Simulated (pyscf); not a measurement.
Thermochemistry of product channels of `[SiH2][Cl]` [doublet] + `[ClH]` on the doublet surface, in kcal/mol, from ωB97M-D3(BJ)/def2-TZVP energies (ideal gas, 1 atm, RRHO with modes under 100 cm⁻¹ raised to 100, one conformer, R ln 2 for chiral ones without a mode under 150 cm⁻¹). Structures and frequencies: ωB97X-D3(BJ)/def2-SVP in PySCF.

```json
[
 {"products": "`[SiH][Cl]` [singlet] + `[H][H]` + `[Cl]` [doublet]", "ΔE": "+58.9", "ΔH(298 K)": "+56.6", "ΔG(298 K)": "+50.0", "ΔG(600 K)": "+43.1"},
 {"products": "`[SiH2]` [singlet] + `[Cl][Cl]` + `[H]` [doublet]", "ΔE": "+134.1", "ΔH(298 K)": "+128.7", "ΔG(298 K)": "+121.9", "ΔG(600 K)": "+114.6"}
]
```

These are energies of the channels, which say nothing of barriers. Left out: orbital degeneracy and the spin-orbit lowering of Cl.
